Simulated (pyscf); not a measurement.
A first-order saddle from PySCF, ωB97X-D3(BJ)/def2-SVP:

```xyz
7

S     -0.3349     1.6642     0.5293
Ga    -0.3649    -0.2978    -0.4779
H      0.8396     1.4346     1.1492
H     -2.0552    -0.6173    -0.7958
H      0.4836    -0.9534    -1.5863
H     -0.8209    -1.5319     0.6697
H     -1.6775    -1.2301     0.0237
```

Surface: singlet, charge 0. Lowest wavenumbers (cm⁻¹): 1545i, 133, 339, 422, 473.

Which two sides does it connect, and which bonds change?

HS–GaH₂ + hydrogen (H₂) <-> HS–GaH₂ + hydrogen (H₂), a four-centre exchange read from left to right: Ga–H, H–H broken and Ga–H, H–H formed. At ωB97M-D3(BJ)/def2-TZVP it lies +147.2 kJ/mol from the left side and +147.2 kJ/mol from the right (each side as separated species at their lowest minima found). At the saddle there is also a short Ga–H contact that neither side keeps. The same reactants have a lower exit, to H₂S + GaH₃ (barrier +117.1 kJ/mol at ωB97M-D3(BJ)/def2-TZVP, against +147.2 kJ/mol here). This is the saddle that the search found; another between the same sides may lie lower. Elements up to Kr have no core potential and no relativistic terms here.
